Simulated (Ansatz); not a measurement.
Energy needed to pull apart H2SO2, closed shell, into free ground-state atoms, from the structure below (displaced at random from a GFN2-xTB minimum); no zero-point or spin–orbit terms; open-shell atoms are treated unrestricted, in their ground-state multiplicity.

O1  (-1.195, 0.178, -0.563)
S2  (-0.300, -0.714, 0.487)
O3  (0.845, 0.347, 0.962)
H4  (-0.612, 0.179, -1.609)
H5  (1.536, 0.133, 0.669)
(Å)

Program: Ansatz 0.2.0. Basis: def2-TZVPP. Cores are frozen in the correlated methods.

| method | atomization energy (eV) |
| --- | --- |
| PBE-D4 | 14.61 |
| revPBE-D4 | 13.94 |
| r2SCAN-D4 | ? |
| PBE0-D4 | 13.62 |
| r2SCANh-D4 | 13.54 |
| wB97M-V | 13.96 |
| HF | 6.54 |
| MP2 | ? |
| CCSD | 12.64 |
| CCSD(T) | 13.12 |

Q: What does r2SCAN-D4 give? (To be estimated.)

A: The calculation gives: 13.87 eV, which is about 0.75 eV more than CCSD(T)/def2-TZVPP.

Q: What does MP2 give? (To be estimated.)

A: By the calculation: 13.71 eV, which is about 0.59 eV more than CCSD(T)/def2-TZVPP.

In triple zeta the MP2 and coupled-cluster atomization energies are still short of their basis limit by a few kcal/mol a bond, whereas those of the functionals are nearly converged, so these differences are not deviations from converged CCSD(T).

The T1 diagnostic stays at or below 0.016.

For scale, one of the runs: CCSD(T)/def2-TZVPP forces, 132 basis functions (an equivalent command: `ansatz run in.yaml --threads 4`). Time: 22 s of wall clock on 4 CPU threads; the host was shared. Peak host memory: 1.2 GiB.
